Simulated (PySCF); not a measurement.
Record of a relaxation.

C3H4F2.
Atom-mapped SMILES: `[F:1]/[CH:2]=[CH:3]/[CH2:4][F:5]` (hydrogens: H6 on C2; H7 on C3; H8, H9 on C4)

Computed by this run: PySCF 2.14.0, PBE0-D3(BJ)/def2-SVP geometry optimisation, gas phase; density fitting, grid level 1; the optimiser is geomeTRIC in internal coordinates, started from a GFN2-xTB structure with every atom displaced at random (about 0.01 Å). The frame can shift and turn from step to step; on so coarse a grid that alone can change the energy by a few meV, and forces under 0.02 eV/Å are noise.

Step 0: E = -8593.3632 eV, largest atomic force 2.357 eV/Å
```
atom  x, y, z in Å  |  force x, y, z in eV/Å
F1      2.574    0.108   -0.147   -1.474   0.392   0.084
C2      1.251    0.450   -0.054    1.412  -0.553  -0.116
C3      0.294   -0.471   -0.060    1.520   0.144   0.057
C4     -1.108   -0.159    0.053   -2.290   0.108   0.544
F5     -1.377    1.178    0.149    0.356   0.484   0.035
H6      1.095    1.525    0.023    0.008   0.104   0.005
H7      0.573   -1.518   -0.132    0.083  -0.297  -0.049
H8     -1.667   -0.506   -0.837    0.014  -0.335   0.094
H9     -1.577   -0.624    0.970    0.370  -0.048  -0.655
```

Step 1: E = -8593.3830 eV, largest atomic force 0.928 eV/Å
```
atom  x, y, z in Å  |  force x, y, z in eV/Å
F1      2.346    0.481   -0.875    0.575  -0.311   0.254
C2      1.180    0.546   -0.259   -0.359   0.666  -0.537
C3      0.360   -0.482   -0.106   -0.467  -0.143   0.142
C4     -1.067   -0.260    0.312    0.636  -0.066  -0.066
F5     -1.312    1.074    0.495   -0.146  -0.045   0.098
H6      0.896    1.576   -0.021   -0.015  -0.081   0.043
H7      0.672   -1.504   -0.338    0.009   0.002  -0.176
H8     -1.736   -0.642   -0.480   -0.048   0.002   0.050
H9     -1.285   -0.805    1.241   -0.186  -0.025   0.192
```

Step 2: E = -8593.4196 eV, largest atomic force 0.643 eV/Å
```
atom  x, y, z in Å  |  force x, y, z in eV/Å
F1      2.373    0.418   -0.865    0.297  -0.080   0.313
C2      1.196    0.568   -0.273   -0.430   0.160  -0.451
C3      0.350   -0.442   -0.109   -0.298  -0.107   0.116
C4     -1.079   -0.268    0.317    0.497   0.074   0.034
F5     -1.379    1.052    0.519   -0.029   0.035   0.047
H6      0.953    1.611   -0.048    0.026  -0.024   0.012
H7      0.668   -1.462   -0.342    0.030  -0.009  -0.156
H8     -1.741   -0.664   -0.475   -0.029  -0.024   0.026
H9     -1.286   -0.828    1.245   -0.066  -0.026   0.058
```

Step 3: E = -8593.4596 eV, largest atomic force 0.316 eV/Å
```
atom  x, y, z in Å  |  force x, y, z in eV/Å
F1      2.424    0.420   -0.728   -0.188  -0.029  -0.075
C2      1.161    0.564   -0.330    0.188  -0.109   0.230
C3      0.334   -0.463   -0.158    0.131   0.204  -0.056
C4     -1.062   -0.260    0.321   -0.122  -0.143  -0.051
F5     -1.336    1.064    0.542    0.034   0.016  -0.019
H6      0.896    1.601   -0.107   -0.009   0.004  -0.062
H7      0.658   -1.482   -0.395   -0.002   0.046   0.066
H8     -1.768   -0.646   -0.437   -0.099   0.011   0.043
H9     -1.253   -0.814    1.262    0.068   0.001  -0.076
```

Step 4: E = -8593.4675 eV, largest atomic force 0.088 eV/Å
```
atom  x, y, z in Å  |  force x, y, z in eV/Å
F1      2.419    0.398   -0.744    0.017  -0.006  -0.017
C2      1.172    0.567   -0.318    0.017   0.029   0.047
C3      0.332   -0.448   -0.151   -0.063  -0.036  -0.049
C4     -1.071   -0.263    0.318    0.042   0.002  -0.026
F5     -1.350    1.059    0.546   -0.020   0.016  -0.001
H6      0.920    1.612   -0.116    0.000  -0.001  -0.009
H7      0.660   -1.466   -0.382    0.021  -0.005   0.022
H8     -1.781   -0.651   -0.436   -0.009   0.016   0.016
H9     -1.246   -0.825    1.253   -0.004  -0.015   0.016
```

Step 5: E = -8593.4678 eV, largest atomic force 0.037 eV/Å
```
atom  x, y, z in Å  |  force x, y, z in eV/Å
F1      2.420    0.392   -0.744    0.008   0.005   0.004
C2      1.173    0.565   -0.316    0.005  -0.016  -0.004
C3      0.331   -0.449   -0.154   -0.027   0.015  -0.020
C4     -1.071   -0.260    0.317    0.002  -0.013   0.009
F5     -1.349    1.062    0.545    0.006   0.006  -0.001
H6      0.923    1.611   -0.118    0.004  -0.001   0.000
H7      0.660   -1.468   -0.380    0.004   0.002   0.011
H8     -1.786   -0.646   -0.433    0.000   0.001   0.001
H9     -1.245   -0.823    1.253   -0.002   0.002   0.000
```

Step 6: E = -8593.4678 eV, largest atomic force 0.047 eV/Å
```
atom  x, y, z in Å  |  force x, y, z in eV/Å
F1      2.424    0.386   -0.742   -0.022  -0.031   0.009
C2      1.176    0.560   -0.318   -0.021   0.032  -0.005
C3      0.327   -0.449   -0.157    0.044  -0.012  -0.010
C4     -1.073   -0.257    0.317   -0.006   0.012   0.014
F5     -1.347    1.066    0.544    0.007  -0.002   0.001
H6      0.929    1.607   -0.122   -0.002   0.003   0.004
H7      0.656   -1.469   -0.376   -0.006  -0.006  -0.001
H8     -1.792   -0.641   -0.430    0.005  -0.004  -0.007
H9     -1.245   -0.819    1.254    0.002   0.008  -0.006
```

Step 7: E = -8593.4679 eV, largest atomic force under 0.02 eV/Å
```
atom  x, y, z in Å  |  force x, y, z in eV/Å
F1      2.422    0.381   -0.741    0.002  -0.001   0.002
C2      1.175    0.560   -0.318   -0.001  -0.004  -0.009
C3      0.327   -0.449   -0.158    0.009   0.000   0.006
C4     -1.072   -0.256    0.317   -0.007   0.005   0.006
F5     -1.344    1.068    0.543    0.001  -0.003   0.001
H6      0.929    1.607   -0.123    0.002  -0.002   0.000
H7      0.655   -1.470   -0.376   -0.004  -0.002  -0.002
H8     -1.792   -0.640   -0.430    0.000   0.000  -0.003
H9     -1.245   -0.816    1.254   -0.001   0.006  -0.001
```

Question: Summarise the path.

Answer: The energy falls by 0.1047 eV from step 0 to step 7; nine tenths of that is first reached at step 3. It never rises by more than 0.2 meV. The largest force goes from 2.357 to under 0.02 eV/Å. Among the bonds C3–C4 changes most, from 1.442 to 1.490 Å; the atoms move by 0.030 Å rms after alignment.

Question: Follow the three bonds and two angles with the largest change from start to end.

Answer: 
```tsv
step	E above end (eV)	largest force (eV/Å)	C3–C4 (Å)	F1–C2 (Å)	C4–H9 (Å)	F5–C4–H9 (°)	F5–C4–H8 (°)
0	0.1047	2.357	1.442	1.370	1.129	105.3	105.3
1	0.0849	0.928	1.504	1.320	1.099	109.5	109.0
2	0.0483	0.643	1.501	1.326	1.103	108.9	108.7
3	0.0083	0.316	1.490	1.332	1.108	108.2	108.7
4	0.0005	0.088	1.491	1.329	1.105	108.5	108.7
5	0.0001	0.037	1.490	1.329	1.106	108.5	108.5
6	0.0002	0.047	1.490	1.329	1.106	108.5	108.5
7	0.0000	under 0.02	1.490	1.329	1.106	108.5	108.5
```

The cost below is that of the whole optimisation. Hardware: an Arm Neoverse V1 with one thread, no GPU (shared host). Cost: 20 s, 0.36 GiB resident at most.
